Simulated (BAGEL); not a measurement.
# [PHF3]+ (SMILES F[PH+](F)F): levels of theory compared

Aim: a comparison of 4 runs (B3LYP/6-31G*, B3LYP/def2-SVPD, PBE0/def2-SVPD, RI-MP2/def2-SVPD) of [PHF3]+. 

The results are computed with BAGEL 1.2.2.

1 further run of the same task is left out (set aside as unsound or not needed).

## 1. Starting point

[PHF3]+ has 5 atoms, charge +1, and is taken as a singlet. SMILES: `F[PH+](F)F`. The shape is that of a GFN2-xTB optimisation.

Bond lengths: F1–P2 1.523 Å, P2–F3 1.524 Å, P2–F4 1.524 Å, P2–H5 1.373 Å. Angles: F1–P2–F3 103.7°, F1–P2–F4 103.7°, F3–P2–F4 103.7°, F1–P2–H5 114.8°, F3–P2–H5 114.7°, F4–P2–H5 114.8°.

## 2. The energy at B3LYP/6-31G(d) (density fitting with qzvpp-jkfit, spherical functions) (run 1)

input.json

```json
{ "bagel": [

{
  "title": "molecule",
  "basis": "6-31gs.json",
  "df_basis": "qzvpp-jkfit",
  "angstrom": true,
  "geometry": [
    { "atom": "F", "xyz": [      -0.656630,      -0.057650,       1.326690 ] },
    { "atom": "P", "xyz": [       0.069480,       0.083300,      -0.005190 ] },
    { "atom": "F", "xyz": [       0.694150,      -1.289710,      -0.222090 ] },
    { "atom": "F", "xyz": [      -1.059590,       0.131070,      -1.027050 ] },
    { "atom": "H", "xyz": [       0.952580,       1.133000,      -0.072370 ] }
  ]
},

{ "title": "ks", "xc_func": "b3lyp", "charge": 1 },

{ "title": "print", "file": "orbitals.molden", "orbitals": true }

]}
```

The basis set 6-31G* is read from a file made from the Basis Set Exchange's data (not shown).

Launch:

```sh
$ BAGEL_NUM_THREADS=1 BAGEL input.json > input.out
```

The program printed:

```text
* using 1 threads per process

  ===============================================================
  ===============================================================

  *** Geometry ***

  { "atom" : "F", "xyz" : [     -1.240851,     -0.108943,      2.507081 ] },
  { "atom" : "P", "xyz" : [      0.131298,      0.157414,     -0.009808 ] },
  { "atom" : "F", "xyz" : [      1.311753,     -2.437199,     -0.419689 ] },
  { "atom" : "F", "xyz" : [     -2.002335,      0.247686,     -1.940843 ] },
  { "atom" : "H", "xyz" : [      1.800115,      2.141060,     -0.136759 ] },

  Number of auxiliary basis functions:      377

  Since a DF basis is specified, we compute 2- and 3-index integrals:
    o Being stored without compression. Storage requirement is 0.012 GB

  Number of basis functions:       62
  Number of electrons      :       43

    * METHOD: MOLECULE                             0.12

  *** Kohn-Sham DFT ***

    * Removing 7908 points whose weight is below 1.00e-10
    * Grid points: 66622

  === Nuclear Repulsion ===
   205.9592176132

       - DIIS with orbital gradients will be used.

  === KS iteration (b3lyp / 6-31gs.json) ===
      0       -618.96907218          0.16679435           0.21
      1       -616.09902801          0.19713237           0.15
      2       -607.41552446          0.20203684           0.12
      3       -636.15508762          0.10472794           0.12
      4       -640.81623880          0.03782212           0.12
      5       -641.16934635          0.01194375           0.15
      6       -641.18071388          0.00986483           0.14
      7       -641.20359645          0.00310830           0.12
      8       -641.20606664          0.00059107           0.12
      9       -641.20614841          0.00017663           0.12
     10       -641.20615584          0.00003930           0.12
     11       -641.20615635          0.00000397           0.12
     12       -641.20615635          0.00000097           0.12
     13       -641.20615635          0.00000110           0.13
     14       -641.20615635          0.00000025           0.12
     15       -641.20615635          0.00000006           0.12
     16       -641.20615635          0.00000002           0.16
     17       -641.20615635          0.00000001           0.12
    * SCF iteration converged.

    * Permanent dipole moment:
           (   -0.890922,    -1.062401,     0.067270) a.u.

    * METHOD: KS                                   2.68

    * METHOD: PRINT                                0.02

  ===============================================================
```

Wall time 3.3 s (1 thread of AMD EPYC 7B13 (Zen 3), shared host); peak memory 0.23 GiB.

## 3. A single-point energy at B3LYP/def2-SVPD (density fitting with qzvpp-jkfit) (run 2)

input.json

```json
{ "bagel" : [

{
  "title" : "molecule",
  "basis" : "def2-svpd.json",
  "df_basis" : "qzvpp-jkfit",
  "angstrom" : true,
  "geometry" : [
    { "atom" : "F", "xyz" : [   -0.656630,   -0.057650,    1.326690 ] },
    { "atom" : "P", "xyz" : [    0.069480,    0.083300,   -0.005190 ] },
    { "atom" : "F", "xyz" : [    0.694150,   -1.289710,   -0.222090 ] },
    { "atom" : "F", "xyz" : [   -1.059590,    0.131070,   -1.027050 ] },
    { "atom" : "H", "xyz" : [    0.952580,    1.133000,   -0.072370 ] }
  ]
},
{ "title" : "ks", "xc_func" : "b3lyp", "charge" : 1 },
{ "title" : "print", "file" : "orbitals.molden", "orbitals" : true }

]}
```

The basis set def2-SVPD is read from a file made from the Basis Set Exchange's data (not shown).

Launch:

```sh
$ BAGEL_NUM_THREADS=1 BAGEL input.json > input.out
```

The program printed:

```text
* using 1 threads per process

  ===============================================================
  ===============================================================

  *** Geometry ***

  { "atom" : "F", "xyz" : [     -1.240851,     -0.108943,      2.507081 ] },
  { "atom" : "P", "xyz" : [      0.131298,      0.157414,     -0.009808 ] },
  { "atom" : "F", "xyz" : [      1.311753,     -2.437199,     -0.419689 ] },
  { "atom" : "F", "xyz" : [     -2.002335,      0.247686,     -1.940843 ] },
  { "atom" : "H", "xyz" : [      1.800115,      2.141060,     -0.136759 ] },

  Number of auxiliary basis functions:      377

  Since a DF basis is specified, we compute 2- and 3-index integrals:
    o Being stored without compression. Storage requirement is 0.031 GB

  Number of basis functions:      101
  Number of electrons      :       43

    * METHOD: MOLECULE                             0.17

  *** Kohn-Sham DFT ***

    * Removing 7908 points whose weight is below 1.00e-10
    * Grid points: 66622

  === Nuclear Repulsion ===
   205.9592176132

       - DIIS with orbital gradients will be used.

  === KS iteration (b3lyp / def2-svpd.json) ===
      0       -615.86272670          0.13182083           0.30
      1       -610.39343719          0.20590462           0.30
      2       -630.13218203          0.11023023           0.37
      3       -635.40299276          0.11277233           0.28
      4       -640.87882311          0.00890056           0.29
      5       -640.90190164          0.00404959           0.33
      6       -640.90839501          0.00096383           0.34
      7       -640.90876687          0.00030076           0.30
      8       -640.90879816          0.00012070           0.30
      9       -640.90880376          0.00004760           0.29
     10       -640.90880479          0.00000656           0.30
     11       -640.90880481          0.00000136           0.32
     12       -640.90880481          0.00000015           0.28
     13       -640.90880481          0.00000009           0.28
     14       -640.90880481          0.00000004           0.29
     15       -640.90880481          0.00000002           0.28
     16       -640.90880481          0.00000000           0.28
    * SCF iteration converged.

    * Permanent dipole moment:
           (   -0.909786,    -1.084780,     0.068709) a.u.

    * METHOD: KS                                   5.53

    * METHOD: PRINT                                0.04

  ===============================================================
```

Run time: 6 s. Hardware: 1 thread of AMD EPYC 7B13 (Zen 3), shared host; peak memory 0.33 GiB.

Run 3 isn't shown in full; the table further down has it.

## 4. The energy at RI-MP2/def2-SVPD (density fitting with qzvpp-jkfit) (run 4)

calc.json

```json
{ "bagel": [

{
  "title": "molecule",
  "basis": "def2-svpd.json",
  "df_basis": "qzvpp-jkfit",
  "angstrom": true,
  "geometry": [
    { "atom": "F", "xyz": [   -0.656630,   -0.057650,    1.326690 ] },
    { "atom": "P", "xyz": [    0.069480,    0.083300,   -0.005190 ] },
    { "atom": "F", "xyz": [    0.694150,   -1.289710,   -0.222090 ] },
    { "atom": "F", "xyz": [   -1.059590,    0.131070,   -1.027050 ] },
    { "atom": "H", "xyz": [    0.952580,    1.133000,   -0.072370 ] }
  ]
},
{
  "title": "hf",
  "charge": 1
},
{
  "title": "mp2",
  "charge": 1,
  "ncore": 8
}

]}
```

The basis set def2-SVPD is read from a file made from the Basis Set Exchange's data (not shown).

Launch:

```sh
$ BAGEL_NUM_THREADS=1 BAGEL calc.json > calc.out
```

The program printed:

```text
* using 1 threads per process

  ===============================================================
  ===============================================================

  *** Geometry ***

  { "atom" : "F", "xyz" : [     -1.240851,     -0.108943,      2.507081 ] },
  { "atom" : "P", "xyz" : [      0.131298,      0.157414,     -0.009808 ] },
  { "atom" : "F", "xyz" : [      1.311753,     -2.437199,     -0.419689 ] },
  { "atom" : "F", "xyz" : [     -2.002335,      0.247686,     -1.940843 ] },
  { "atom" : "H", "xyz" : [      1.800115,      2.141060,     -0.136759 ] },

  Number of auxiliary basis functions:      377

  Since a DF basis is specified, we compute 2- and 3-index integrals:
    o Being stored without compression. Storage requirement is 0.031 GB

  Number of basis functions:      101
  Number of electrons      :       43

    * METHOD: MOLECULE                             0.15

  *** RHF ***

  === Nuclear Repulsion ===
   205.9592176132

      * DIIS with orbital gradients will be used.

  === RHF iteration (def2-svpd.json) ===
      0       -638.60899321          0.02912749           0.06
      1       -638.87574906          0.02092189           0.05
      2       -639.06123533          0.00132817           0.05
      3       -639.06279899          0.00025132           0.05
      4       -639.06286016          0.00007363           0.05
      5       -639.06286688          0.00001614           0.05
      6       -639.06286718          0.00000358           0.05
      7       -639.06286719          0.00000095           0.05
      8       -639.06286719          0.00000030           0.05
      9       -639.06286719          0.00000005           0.06
     10       -639.06286719          0.00000002           0.06
     11       -639.06286719          0.00000001           0.06
    * SCF iteration converged.

    * Permanent dipole moment:
           (   -1.017718,    -1.213507,     0.076866) a.u.

    * METHOD: HF                                   0.77

  *** RHF ***

  === Nuclear Repulsion ===
   205.9592176132

      * DIIS with orbital gradients will be used.

  === RHF iteration (def2-svpd.json) ===
      0       -639.06286719          0.00000000           0.06
    * SCF iteration converged.

    * Permanent dipole moment:
           (   -1.017718,    -1.213507,     0.076866) a.u.

  === DF-MP2 calculation ===

    * freezing 8 orbitals
    * 3-index integral transformation done
    * assembly done

      MP2 correlation energy:   -0.6976700520      0.04

      MP2 total energy:       -639.7605372461

    * METHOD: MP2                                  0.18

  ===============================================================
```

Run time: 1.4 s. Hardware: 1 thread of AMD EPYC 7B13 (Zen 3), shared host; peak memory 0.11 GiB.

## 5. The series

```csv
run,level,frozen core orbitals,energy (Eh),HOMO energy (eV),LUMO energy (eV),HOMO–LUMO gap (eV),wall time
1,"B3LYP/6-31G* (density fitting with qzvpp-jkfit, spherical functions)",–,-641.206156,-19.54,-7.16,12.39,3.3 s
2,B3LYP/def2-SVPD (density fitting with qzvpp-jkfit),–,-640.908805,-19.93,-7.81,12.12,6 s
3,PBE0/def2-SVPD (density fitting with qzvpp-jkfit),–,-640.483679,-20.28,-7.53,12.75,6 s
4,RI-MP2/def2-SVPD (density fitting with qzvpp-jkfit),8,-639.760537,–,–,–,1.4 s
```

## 6. What came out

| quantity | value |
| --- | --- |
| run 4: total energy | -639.76054 Eh |
| run 4: correlation energy (8 core orbitals frozen) | -697.7 mEh |

In words: Over runs 1, 2, 3 the HOMO–LUMO gap runs from 12.12 eV (B3LYP/def2-SVPD) to 12.75 eV (PBE0/def2-SVPD). Totals of different functionals can't be ranked against each other. All runs together took 17 s, the longest 6 s.
